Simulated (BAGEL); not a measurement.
# HF/STO-3G (density fitting with qzvpp-jkfit) run of C3H3NO (oxazole)

Aim: the vertical ionisation energy of C3H3NO (oxazole) at HF/STO-3G (density fitting with qzvpp-jkfit), from 2 runs. 

Program for the calculation: BAGEL 1.2.2.

4 further runs of the same task are left out: 4 set aside as unsound or not needed. Runs told in other sessions of the task aren't counted.

### Step 1. The structure to begin with

The species is C3H3NO (8 atoms), meant as a singlet with charge 0. As SMILES, `c1cocn1`. The coordinates come from a PBE0-D4/def2-TZVP relaxation.

Bond lengths: C1–C2 1.348 Å, C2–O3 1.358 Å, O3–C4 1.344 Å, C1–N5 1.382 Å, C4–N5 1.285 Å, C1–H6 1.078 Å, C2–H7 1.076 Å, C4–H8 1.079 Å. Some angles: C1–C2–O3 107.9°, C2–C1–N5 109.0°, C2–O3–C4 104.3°, O3–C4–N5 114.7°, C1–N5–C4 104.2°, C1–C2–H7 135.2°, O3–C2–H7 117.0°, C2–C1–H6 129.0°, N5–C1–H6 122.1°, O3–C4–H8 116.9°.

### Step 2. A single-point energy at HF/STO-3G (density fitting with qzvpp-jkfit)

job.json

```json
{ "bagel": [

{
  "title": "molecule",
  "basis": "sto-3g",
  "df_basis": "qzvpp-jkfit",
  "angstrom": true,
  "geometry": [
    { "atom": "C", "xyz": [   -0.061900,    0.929600,    0.395600 ] },
    { "atom": "C", "xyz": [    1.003400,    0.196300,    0.014100 ] },
    { "atom": "O", "xyz": [    0.543600,   -0.991000,   -0.459600 ] },
    { "atom": "C", "xyz": [   -0.792200,   -0.904500,   -0.335200 ] },
    { "atom": "N", "xyz": [   -1.214100,    0.202900,    0.162800 ] },
    { "atom": "H", "xyz": [   -0.086300,    1.920900,    0.818200 ] },
    { "atom": "H", "xyz": [    2.069100,    0.345200,    0.007300 ] },
    { "atom": "H", "xyz": [   -1.369200,   -1.756600,   -0.659100 ] }
  ]
},
{
  "title": "hf"
},
{
  "title": "print",
  "file": "orbitals.molden",
  "orbitals": true
}

]}
```

Run with:

```
$ BAGEL_NUM_THREADS=1 BAGEL job.json > job.out
```

Output:

```text
* using 1 threads per process

  ===============================================================
  ===============================================================

  *** Geometry ***

  { "atom" : "C", "xyz" : [     -0.116974,      1.756689,      0.747576 ] },
  { "atom" : "C", "xyz" : [      1.896151,      0.370953,      0.026645 ] },
  { "atom" : "O", "xyz" : [      1.027255,     -1.872719,     -0.868518 ] },
  { "atom" : "C", "xyz" : [     -1.497041,     -1.709257,     -0.633436 ] },
  { "atom" : "N", "xyz" : [     -2.294316,      0.383425,      0.307647 ] },
  { "atom" : "H", "xyz" : [     -0.163083,      3.629975,      1.546174 ] },
  { "atom" : "H", "xyz" : [      3.910032,      0.652333,      0.013795 ] },
  { "atom" : "H", "xyz" : [     -2.587413,     -3.319493,     -1.245518 ] },

  Number of auxiliary basis functions:      433

  Since a DF basis is specified, we compute 2- and 3-index integrals:
    o Being stored without compression. Storage requirement is 0.003 GB

  Number of basis functions:       28
  Number of electrons      :       36

    * METHOD: MOLECULE                             0.20

  *** RHF ***

  === Nuclear Repulsion ===
   164.2114625628

      * DIIS with orbital gradients will be used.

  === RHF iteration (sto-3g) ===
      0       -241.42375567          0.01879558           0.02
      1       -241.49218330          0.00910364           0.02
      2       -241.50873672          0.00170529           0.02
      3       -241.50971286          0.00070929           0.02
      4       -241.50988507          0.00021706           0.02
      5       -241.50991909          0.00005463           0.02
      6       -241.50992090          0.00002317           0.02
      7       -241.50992112          0.00000842           0.02
      8       -241.50992117          0.00000197           0.02
      9       -241.50992117          0.00000074           0.03
     10       -241.50992117          0.00000031           0.03
     11       -241.50992117          0.00000008           0.03
     12       -241.50992117          0.00000004           0.02
     13       -241.50992117          0.00000002           0.02
     14       -241.50992117          0.00000001           0.02
    * SCF iteration converged.

    * Permanent dipole moment:
           (   -0.604825,     0.113310,     0.087919) a.u.

    * METHOD: HF                                   0.42

    * METHOD: PRINT                                0.00

  ===============================================================
```

Wall time 0.97 s (1 thread of Intel Xeon Platinum 8259CL at 2.50GHz (Skylake/Cascade Lake), shared host); peak memory 0.08 GiB.

### Step 3. The doublet cation, same level

calc.json

```json
{ "bagel": [

{
  "title": "molecule",
  "basis": "sto-3g",
  "df_basis": "qzvpp-jkfit",
  "angstrom": true,
  "geometry": [
    { "atom": "C", "xyz": [      -0.061900,       0.929600,       0.395600 ] },
    { "atom": "C", "xyz": [       1.003400,       0.196300,       0.014100 ] },
    { "atom": "O", "xyz": [       0.543600,      -0.991000,      -0.459600 ] },
    { "atom": "C", "xyz": [      -0.792200,      -0.904500,      -0.335200 ] },
    { "atom": "N", "xyz": [      -1.214100,       0.202900,       0.162800 ] },
    { "atom": "H", "xyz": [      -0.086300,       1.920900,       0.818200 ] },
    { "atom": "H", "xyz": [       2.069100,       0.345200,       0.007300 ] },
    { "atom": "H", "xyz": [      -1.369200,      -1.756600,      -0.659100 ] }
  ]
},

{ "title": "uhf", "charge": 1, "nopen": 1 },

{ "title": "print", "file": "orbitals.molden", "orbitals": true }

]}
```

Run with:

```
$ BAGEL_NUM_THREADS=1 BAGEL calc.json > calc.out
```

Output:

```text
* using 1 threads per process

  ===============================================================
  ===============================================================

  *** Geometry ***

  { "atom" : "C", "xyz" : [     -0.116974,      1.756689,      0.747576 ] },
  { "atom" : "C", "xyz" : [      1.896151,      0.370953,      0.026645 ] },
  { "atom" : "O", "xyz" : [      1.027255,     -1.872719,     -0.868518 ] },
  { "atom" : "C", "xyz" : [     -1.497041,     -1.709257,     -0.633436 ] },
  { "atom" : "N", "xyz" : [     -2.294316,      0.383425,      0.307647 ] },
  { "atom" : "H", "xyz" : [     -0.163083,      3.629975,      1.546174 ] },
  { "atom" : "H", "xyz" : [      3.910032,      0.652333,      0.013795 ] },
  { "atom" : "H", "xyz" : [     -2.587413,     -3.319493,     -1.245518 ] },

  Number of auxiliary basis functions:      433

  Since a DF basis is specified, we compute 2- and 3-index integrals:
    o Being stored without compression. Storage requirement is 0.003 GB

  Number of basis functions:       28
  Number of electrons      :       36

    * METHOD: MOLECULE                             0.28

  *** Open-shell HF ***

  === Nuclear Repulsion ===
   164.2114625628

      * DIIS with orbital gradients will be used.

  === UHF iteration (sto-3g) ===
      0       -241.10159586          0.04545520           0.05
      1       -241.21714464          0.01856094           0.05
      2       -241.23450198          0.00808476           0.05
      3       -241.23904813          0.00133927           0.05
      4       -241.24045876          0.00075724           0.05
      5       -241.24121123          0.00048340           0.05
      6       -241.24190635          0.00037058           0.05
      7       -241.24215472          0.00032463           0.05
      8       -241.24241047          0.00026203           0.04
      9       -241.24262373          0.00015456           0.03
     10       -241.24268424          0.00005678           0.03
     11       -241.24268516          0.00003355           0.03
     12       -241.24268835          0.00001357           0.04
     13       -241.24268909          0.00000599           0.03
     14       -241.24268932          0.00000496           0.03
     15       -241.24268941          0.00000383           0.03
     16       -241.24268948          0.00000261           0.04
     17       -241.24268950          0.00000132           0.03
     18       -241.24268950          0.00000084           0.03
     19       -241.24268950          0.00000050           0.03
     20       -241.24268950          0.00000032           0.03
     21       -241.24268950          0.00000019           0.03
     22       -241.24268950          0.00000008           0.04
     23       -241.24268950          0.00000005           0.04
     24       -241.24268950          0.00000003           0.04
     25       -241.24268950          0.00000002           0.04
     26       -241.24268950          0.00000001           0.04
    * SCF iteration converged.

    * S^2 (UHF) is 0.8727

    * Permanent dipole moment:
           (   -1.015220,    -0.343771,    -0.079083) a.u.

    * METHOD: UHF                                  1.24

    * METHOD: PRINT                                0.00

  ===============================================================
```

Wall time 1.9 s (1 thread of Intel Xeon Platinum 8259CL at 2.50GHz (Skylake/Cascade Lake), shared host); peak memory 0.08 GiB.

### Step 4. What came out

At HF/STO-3G (density fitting with qzvpp-jkfit):

| quantity | value |
| --- | --- |
| singlet C3H3NO: total energy | -241.50992 Eh |
| singlet C3H3NO: dipole moment | 1.58 D |
| singlet C3H3NO: HOMO energy | -8.22 eV |
| singlet C3H3NO: LUMO energy | 7.31 eV |
| singlet C3H3NO: HOMO–LUMO gap | 15.53 eV |
| doublet cation: total energy | -241.24269 Eh |
| doublet cation: ⟨S²⟩ | 0.873 |
| vertical ionisation energy (to the doublet cation) | 7.272 eV |

What this shows: The vertical ionisation energy comes to 7.27 eV (168 kcal/mol). The negative HOMO energy of the first species, 8.22 eV, lies 0.95 eV above that difference. In a minimal basis such a difference can be off by several eV, whatever the method. ⟨S²⟩ (doublet cation) is 0.87 where a pure doublet has 0.75: the reference is spin-contaminated.
